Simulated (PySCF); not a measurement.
NaP⁺ from Hartree–Fock to correlated methods

State: ⁴Σ⁻ (quartet), unpaired electrons σ ↑, π ↑↑. Set-up: PySCF, no relativity, basis sets Na aug-cc-pVDZ, P aug-cc-pV(D+d)Z. De refers to Na⁺ + P in their high-spin ground configurations, without counterpoise correction. The functionals are run spin-unrestricted. A positive dipole points towards P; it is taken about the centre of mass and depends on that origin.

```json
{"Level": "UHF", "Re (Å)": "3.187", "ωe (cm⁻¹)": "110", "De (eV)": "0.201", "μ (D)": "-7.06"}
{"Level": "UHF-MP2", "Re (Å)": "3.199", "ωe (cm⁻¹)": "110", "De (eV)": "0.210", "μ (D)": "n/a"}
{"Level": "UHF-SCS-MP2", "Re (Å)": "3.198", "ωe (cm⁻¹)": "111", "De (eV)": "0.209", "μ (D)": "n/a"}
{"Level": "UHF-CCSD", "Re (Å)": "3.201", "ωe (cm⁻¹)": "110", "De (eV)": "0.208", "μ (D)": "n/a"}
{"Level": "UHF-CCSD(T)", "Re (Å)": "3.200", "ωe (cm⁻¹)": "111", "De (eV)": "0.210", "μ (D)": "n/a"}
{"Level": "LDA", "Re (Å)": "3.026", "ωe (cm⁻¹)": "129", "De (eV)": "0.311", "μ (D)": "-6.24"}
{"Level": "PBE", "Re (Å)": "3.103", "ωe (cm⁻¹)": "120", "De (eV)": "0.272", "μ (D)": "-6.52"}
{"Level": "TPSS", "Re (Å)": "3.117", "ωe (cm⁻¹)": "119", "De (eV)": "0.258", "μ (D)": "-6.61"}
{"Level": "r²SCAN", "Re (Å)": "3.116", "ωe (cm⁻¹)": "118", "De (eV)": "0.243", "μ (D)": "-6.70"}
{"Level": "TPSSh", "Re (Å)": "3.114", "ωe (cm⁻¹)": "120", "De (eV)": "0.251", "μ (D)": "-6.64"}
{"Level": "PBE0", "Re (Å)": "3.097", "ωe (cm⁻¹)": "121", "De (eV)": "0.252", "μ (D)": "-6.61"}
{"Level": "ωB97X", "Re (Å)": "3.143", "ωe (cm⁻¹)": "112", "De (eV)": "0.206", "μ (D)": "-6.93"}
```

Q: Which functional lies closest to UHF-CCSD(T) in De, which farthest, and by how much do they differ from it?

A: Closest is ωB97X (-5.7 pm in Re, +0.9 % in ωe, -0.00 eV in De against UHF-CCSD(T) in the same basis), farthest LDA (-17.4 pm in Re, +16.2 % in ωe, +0.10 eV in De). CCSD(T) converges more slowly with the basis than the functionals do and binds too weakly in this one, so the order can change at the basis-set limit.

Q: What does a quarter of exact exchange do here, going from PBE to PBE0?

A: PBE0 less PBE: -0.6 pm in Re, +0.8 % in ωe, -0.02 eV in De. Exact exchange removes part of the self-interaction that spreads semilocal densities, and in most molecules shortens and stiffens the bond and lowers De; so it does here.

Q: What does the step from GGA to meta-GGA do here, going from PBE to r²SCAN?

A: r²SCAN less PBE: +1.3 pm in Re, -1.7 % in ωe, -0.03 eV in De. 

Correlated steps freeze 6 core orbitals. The bond is weak. Basis-set superposition, not corrected here, can be much of De in a small basis, most of all at correlated wavefunction levels. For an ion De counts to the pair picked by the measured ionisation energies or electron affinities, which need not be the lowest pair at this level. The state is the lowest determinant that a PBE0 search found; another state may lie lower at other levels.
